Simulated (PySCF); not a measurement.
# Two-photon absorption: trifluoroacetaldehyde (SMILES O=CC(F)(F)F)

Cartesian coordinates in Å; atom numbers follow the order of the lines, from 1:
```xyz
7

O    -0.5272   -0.1069   -1.7925
C    -0.1647    0.4394   -0.8006
C     0.1065   -0.3142    0.5128
F     1.3430   -0.0316    0.9354
F    -0.0143   -1.6205    0.3830
F    -0.7535    0.1129    1.4434
H     0.0073    1.5299   -0.7205
```

Computed, not measured: TDDFT CAM-B3LYP/aug-cc-pVTZ excited states, vertical, gas phase in PySCF. Geometry: PBE0-D3(BJ)/def2-TZVP.

(1) How strongly do the lowest singlets absorb one photon, and two photons of half the energy?

Results:

(1) δ for parallel linear polarisation; σ at the peak of a Lorentzian of half width 0.1 eV, single beam; Ω is circular over linear.
| state | E (eV) | f | photon λ (nm) | δ (au) | σ (GM) | Ω | main |
| --- | --- | --- | --- | --- | --- | --- | --- |
| S1 | 4.17 | 0.000 | 594 | 0.19 | 0.00 | 1.50 | HOMO→LUMO 0.97 |
| S2 | 7.83 | 0.016 | 317 | 69.7 | 1.56 | 0.86 | HOMO→LUMO+1 0.80, HOMO→LUMO+3 0.08 |
| S3 | 8.66 | 0.058 | 286 | 43.2 | 1.19 | 0.45 | HOMO→LUMO+3 0.81 |
| S4 | 8.74 | 0.001 | 284 | 3.01 | 0.08 | 1.49 | HOMO−3→LUMO 0.83 |
| S5 | 8.96 | 0.035 | 277 | 5.3 | 0.16 | 1.24 | HOMO→LUMO+2 0.76 |
| S6 | 9.07 | 0.003 | 273 | 2.63 | 0.08 | 1.50 | HOMO→LUMO+4 0.88 |

Among these, the strongest one-photon state is S3, the strongest two-photon state S2, with a dipole change of 6.2 D (relaxed, norm of the difference vector).
